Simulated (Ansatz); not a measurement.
**BH3NSi radical (SMILES B1[N][SiH2]1): one structure at several levels**

An exercise on one series of results from a longer session: the logs are not shown, and one member is left open.

The runs use Ansatz 0.2.0, Gaussian basis; single points in def2-TZVPP.

Correlated methods freeze the cores. Orbitals are unrestricted.

### The starting structure

6 atoms, charge 0, spin multiplicity 2.

Atoms are counted from 1 here; the program's logs count them from 0.

Bond lengths: B1–N2 1.423 Å, B1–Si3 2.076 Å, B1–H4 1.076 Å, N2–Si3 1.736 Å, Si3–H5 1.445 Å, Si3–H6 1.424 Å. Angles: N2–B1–Si3 55.8°, N2–B1–H4 159.8°, Si3–B1–H4 144.2°, B1–N2–Si3 81.5°, B1–Si3–N2 42.7°, B1–Si3–H5 125.5°, B1–Si3–H6 120.2°, N2–Si3–H5 116.9°, N2–Si3–H6 113.8°, H5–Si3–H6 114.1°.

As a file:

```
B    -0.67180   -1.03270   -0.30880
N     0.73900   -0.92830   -0.15180
Si    0.31790    0.71410    0.22100
H    -1.63190   -1.45190   -0.55250
H     0.77650    1.73100   -0.69820
H     0.48640    1.05320    1.59330
```

Set-up of the first run:

Input file run/in.yaml:

```yaml
crystal:
  periodic: [false, false, false]
  atoms:
    - {symbol: B, position_ang: [-0.671800, -1.032700, -0.308800]}
    - {symbol: N, position_ang: [0.739000, -0.928300, -0.151800]}
    - {symbol: Si, position_ang: [0.317900, 0.714100, 0.221000]}
    - {symbol: H, position_ang: [-1.631900, -1.451900, -0.552500]}
    - {symbol: H, position_ang: [0.776500, 1.731000, -0.698200]}
    - {symbol: H, position_ang: [0.486400, 1.053200, 1.593300]}
basis:
  gaussian: {orbitals: def2-TZVPP}
magnetization: {spin_polarized: true, initial_magnetization: 1}
correlation: {method: ccsd_t}
scf: {omitted_lower_state_checks: [cluster_reference]}
output: {forces: true}
```

No record of the launch command was kept for these runs.

Among the steps run: CCSD(T)/def2-TZVPP; PBE0-D4/def2-TZVPP; wB97M-V/def2-TZVPP; r2SCAN-D4/def2-TZVPP; PBE-D4/def2-TZVPP; revPBE-D4/def2-TZVPP; CAM-B3LYP-D4/def2-TZVPP.

One of the session's tables, all rows but one given; the rest of the session is left out.

| method | RMS force component (eV/Å) | angle to CCSD(T) forces (°) | dipole (D) |
| --- | --- | --- | --- |
| CCSD(T) | 2.155 | reference | 1.75 |
| PBE0-D4 | 2.354 | 3.6 | 1.82 |
| wB97M-V | 2.322 | 4.3 | 1.91 |
| r2SCAN-D4 | 2.272 | 2.6 | 1.75 |
| PBE-D4 | ? | ? | ? |
| revPBE-D4 | 2.137 | 4.1 | 1.64 |
| CAM-B3LYP-D4 | 2.406 | 5.5 | 1.96 |

Q: Estimate the row for PBE-D4 from the others.

As computed: RMS force component (eV/Å): 2.190; angle to CCSD(T) forces (°): 3.2; dipole (D): 1.67. In the column «RMS force component (eV/Å)» it lies between CCSD(T) (2.155) and r2SCAN-D4 (2.272).
